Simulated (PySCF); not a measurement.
Structure problem from calculated spectra and properties.

Formula: C5H5Cl.

| Quantity | Value |
| --- | --- |
| 1H NMR | chemical shifts (computed TMS as zero) by class: 7.51 (1 H), 5.06 (1 H), 2.57 (3 H) ppm [GIAO PBE0/pcSseg-1] |
| Polarisability | 73.0 au [PBE0/def2-SVPD] |
| Triplet | lowest triplet excitation (Tamm–Dancoff): 3.32 eV [TDA PBE0/def2-SVPD] |
| NMR, other nuclei | isotropic shieldings of nuclei other than C and H, by class: 823 (1 Cl) ppm [GIAO PBE0/pcSseg-1] |
| Rotational structure | rotational constants A, B, C: 5.837, 1.701, 1.328 GHz [GFN2-xTB] |
| Dipole | 3.90 D [PBE0/def2-SVPD] |
| UV, first state | lowest singlet excitation: 4.30 eV (289 nm, f = 0.021) [TDDFT PBE0/def2-SVPD] |
| 13C NMR | chemical shifts (computed TMS as zero) by class: 148.3 (1 C), 128.7 (1 C), 122.8 (1 C), 84.5 (1 C), 13.3 (1 C) ppm [GIAO PBE0/pcSseg-1] |

Gas-phase values; electronic properties from PySCF, density fitting. Levels stand in brackets. Geometry: GFN2-xTB; no solvent, vibrations or thermal averaging. NMR values are class means; diastereotopic atoms form classes of their own.

Question: Propose a structure and show how it fits.

Answer: Numbering: `[CH3:1][C:2]1=[CH:3][C:4]/1=[CH:5]/[Cl:6]`. Its formula, C5H5Cl, gives 3 degrees of unsaturation: 1 ring and 2 π bonds in the structure found. 5 carbons fall into 5 classes; from least to most shielded: fully substituted alkene carbon [C2] (148.3 ppm), alkene CH carbon [C3] (128.7 ppm), fully substituted alkene carbon [C4] (122.8 ppm), vinylic C–Cl carbon [C5] (84.5 ppm), allylic carbon [C1] (13.3 ppm). Hydrogen classes from least to most shielded: 1 H on an alkene CH carbon, C3 (7.51 ppm), 1 H on a vinylic C–Cl carbon, C5 (5.06 ppm), 3 H on an allylic carbon, C1 (2.57 ppm). The other shieldings belong to: 823 ppm, vinyl chlorine [Cl6]. S1 is mainly HOMO→LUMO (weight 0.99); the largest Löwdin shares of the orbital it empties are 0.32 on the vinylic C–Cl carbon, 0.23 on the vinyl chlorine, 0.20 on a fully substituted alkene carbon and 0.11 on the alkene CH carbon, of the orbital it fills 0.38 on the alkene CH carbon, 0.33 on a fully substituted alkene carbon, 0.08 on a vinylic hydrogen and 0.07 on the allylic carbon. The optimised geometry has point group Cs and is an asymmetric top. Structure: `CC1=CC/1=C/Cl`. Computed isomers that give other values at the same levels: `C/C=C1C=C\1Cl` (13C chemical shifts (computed TMS as zero) by class: 149.8 (1 C), 132.6 (1 C), 121.1 (1 C), 76.6 (1 C), 17.8 (1 C) ppm); `CC1=CC/1=C\Cl` (rotational constant A: 12.020 GHz; this holds for the one conformer computed); `C#C/C=C\CCl` (13C chemical shifts (computed TMS as zero) by class: 150.0 (1 C), 119.1 (1 C), 96.7 (1 C), 82.9 (1 C), 48.2 (1 C) ppm). The assignments are read from this structure; whether some other isomer fits the data as well wasn't checked.
